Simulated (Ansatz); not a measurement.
Molecule: ketene, C₂H₂O, net charge 0, singlet state. SMILES: C(=O)=C
Geometry from a B3LYP-D3(BJ)/def2-TZVP (Ansatz, a program for electronic structure) optimisation:
```xyz
5

C      0.0091     0.0017    -1.2056
C     -0.0008    -0.0001     0.1027
H      0.0282     0.9401    -1.7377
H     -0.0018    -0.9351    -1.7406
O     -0.0096    -0.0018     1.2620
```

Quantity: vertical ionisation energy (to the doublet state of charge +1; each state is the SCF solution reached for its spin), in eV. Correlated levels leave the core frozen unless marked. Open shells are spin-unrestricted. Spin-orbit coupling is left out. No relativistic terms. CBS(X,Y): correlation extrapolated as X^-3; Hartree-Fock from the larger set. The bracket is a focal-point correction in the basis named.

```csv
level,program,vertical ionisation energy (eV)
PBE/def2-TZVPD,Ansatz,9.72
wB97M-V/def2-TZVPD,Ansatz,9.76
wB97X-V/def2-TZVPD,Ansatz,9.76
B2PLYP/def2-TZVPD,Ansatz,___
"RI-MP2/CBS(aug-cc-pVTZ,aug-cc-pVQZ)+[CCSD(T)-MP2]/aug-cc-pVTZ",Ansatz,___
```

Fill in the missing entries.


- B2PLYP/def2-TZVPD, vertical ionisation energy (eV): 9.70
- RI-MP2/CBS(aug-cc-pVTZ,aug-cc-pVQZ)+[CCSD(T)-MP2]/aug-cc-pVTZ, vertical ionisation energy (eV): 9.85
